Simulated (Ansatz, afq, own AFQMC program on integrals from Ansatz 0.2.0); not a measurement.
AFQMC on a folder of integrals that Ansatz 0.2.0 wrote.

```yaml
crystal:
  periodic: [false, false, false]
  atoms:
    - {symbol: Br, position_ang: [0.000000, 0.000000, -2.305021]}
    - {symbol: H, position_ang: [0.000000, 0.000000, -0.599021]}
    - {symbol: N, position_ang: [0.000000, 0.000000, 2.032063]}
    - {symbol: C, position_ang: [0.000000, 0.000000, 0.871979]}
basis:
  gaussian: {orbitals: cc-pVTZ}
magnetization: {spin_polarized: false, initial_magnetization: 1}
correlation: {method: ccsd_t, electrons: outside_noble_gas, hamiltonian_folder: ham}
```

```sh
$ ansatz run in.yaml --threads 1 --pin off --events-out ev --progress --plain --max-ram 16896MiB --backend cuda --devices 0, --max-vram 18GiB
```

afq runs on the folder ham with

```
--method phaseless --trial cisd --walkers 1500 --populations 20 --least-time 60 --time-step 0.005 --steps-per-block 50 --equilibration-blocks 28 --max-blocks 4000 --target-error 0.00024 --factor-cut 1e-05 --start spin_pure --seed 899 --release-times 0.24,0.51,0.99,1.5 --release-step 0.03 --release-every 4 --taylor-order 6
```

Times are imaginary, in 1/Eh. The walk had a cap of 258 s. With eight or more populations the least sampling time is a fifth of least-time, and the error comes from their spread. Filled inner d shells are frozen with the cores.

Output of the walk:

```
orbitals 101  electrons 9 8  factors 659 of 720
reference energy -2665.25288589 Eh
CCSD correlation -0.53659936 Eh in 16 cycles, weight of the determinant in the CISD state 0.7885
energy of the start -2665.789476 Eh
 block  time / (1/Eh)  mean weight  energy / Eh
     1     0.250  0.9999  -2665.777278
     2     0.500  1.0001  -2665.787123
     3     0.750  0.9998  -2665.796212
     4     1.000  0.9998  -2665.803989
     5     1.250  1.0000  -2665.806551
    10     2.500  1.0002  -2665.814924
    37     9.250  1.0000  -2665.819202
    67    16.750  0.9994  -2665.816618
    97    24.250  1.0007  -2665.814101
   127    31.750  1.0004  -2665.821328
   157    39.250  1.0005  -2665.817973
   181    45.250  0.9997  -2665.809425
   187    46.750  1.0000  -2665.816790
   217    54.250  0.9997  -2665.826159
   247    61.750  0.9991  -2665.815363
error from the spread of 20 populations
released: time / (1/Eh)  energy / Eh  error  mean overlap
  0.24  -2665.817508  0.000717  0.9996
  0.51  -2665.818691  0.000423  0.9992
  0.99  -2665.820127  0.000389  0.9911
  1.50  -2665.820054  0.000656  0.9938
energy -2665.817050 +/- 0.000404 Eh
(rows thinned)
```

The run passed its tests (sampling time, drift between the halves within three errors, error under three times the target), which doesn't prove that it has relaxed, ending at its cap on processor time. The second half of the sampling lies above the first by 1.9 errors of their difference, so the energy may still be moving and its error bar be too small.

Against this walk (error 11.0 meV) on the same determinant: CCSD(T) 14.9 meV lower (within the noise). The error is statistical and leaves out the bias of the constraint. None of these is a sure reference here. Released to 1.50 1/Eh the energy lies 82 ± 21 meV (both errors) below the phaseless value, which shows part or all of the bias of the constraint, and CCSD(T) lies 66.9 meV above the released value.

Cautions: constraint bias not in the error; error above the target (11.0 against 6.5 meV); no relativity below Rb; no spin-orbit coupling; inner d shell frozen; higher spins were not checked; a spin-contaminated unrestricted determinant lies lower (UHF 477 meV lower, ⟨S²⟩ 1.05); the search met a lower determinant of the same kind, perhaps of another symmetry (225 meV lower).

The walk took 4.3 min on 1 × NVIDIA H100 80GB HBM3 with 2 threads of AMD EPYC 7R13 Processor (Zen 3) (shared host) (the card was shared). The log's last line is the phaseless energy.

A walk keeps the symmetry of its determinant, which the program's search chose and which needn't be the lowest solution, so a lower state of the same spin and another symmetry isn't excluded.
